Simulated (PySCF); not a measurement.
**SO: a composite coupled-cluster calculation**

State: ³Σ⁻, triplet, unpaired electrons π ↑↑. De refers to S + O. ROHF-based CCSD(T) in PySCF 2.14 with S cc-pV(T+d)Z, O cc-pVTZ and S cc-pV(Q+d)Z, O cc-pVQZ (frozen core orbitals: 6; no relativity). Correlation energies are extrapolated as n⁻³ (n = 3, 4), Hartree–Fock as (n+1)·exp(−9√n). CV is the change on freezing 1 orbitals instead, in S cc-pwCVTZ, O cc-pwCVTZ. SR is the spin-free X2C energy in S cc-pVTZ-DK, O cc-pVTZ-DK less the non-relativistic one in S cc-pVTZ, O cc-pVTZ.

```tsv
Level	Re (Å)	ωe (cm⁻¹)	ωexe (cm⁻¹)	αe (cm⁻¹)	De (eV)
CCSD(T)/TZ	1.4916	1149.4	6.29	0.00557	5.085
CCSD(T)/QZ	1.4862	1154.4	6.18	0.00553	5.295
HF/CBS	1.4305	1378.8	n/a	0.00469	2.385
MP2/CBS	1.5008	1087	n/a	n/a	6.060
CCSD/CBS	1.4704	1216.9	5.71	0.00520	5.051
CCSD(T)/CBS	1.4840	1159.1	6.05	0.00551	5.409
CCSD(T)/CBS+CV	1.4814	1163.1	6.08	0.00553	5.429
CCSD(T)/CBS+CV+SR	1.4816	1160.5	6.05	0.00553	5.415
```

**Question.** How much is left between CCSD(T)/QZ and the basis-set limit, and how much do the triples give at the limit?

**Answer.** CCSD(T)/CBS less CCSD(T)/QZ: -2.2 mÅ in Re, +4.7 cm⁻¹ in ωe and +0.114 eV in De. CCSD(T)/CBS less CCSD/CBS: +13.6 mÅ in Re, -57.8 cm⁻¹ in ωe and +0.358 eV in De.

**Question.** What do the later terms add?

**Answer.** CV: -2.6 mÅ in Re, +4.0 cm⁻¹ in ωe and +0.020 eV in De; SR: +0.2 mÅ in Re, -2.6 cm⁻¹ in ωe and -0.014 eV in De, each against the row above.

Measured (Huber and Herzberg, Constants of Diatomic Molecules (1979)): Re = 1.481087 Å, ωe = 1149.22 cm⁻¹, ωexe = 5.63 cm⁻¹. The last row is off by 0.5 mÅ and 11.3 cm⁻¹.

The T1 diagnostic is 0.029. Spin–orbit coupling, excitations beyond (T) and corrections to the Born–Oppenheimer picture are left out.

The whole job (state search and all basis sets along the bond) took about 33 min on 4 threads of Intel Xeon Platinum 8259CL @ 2.50GHz (shared host), peak memory 9.1 GiB.
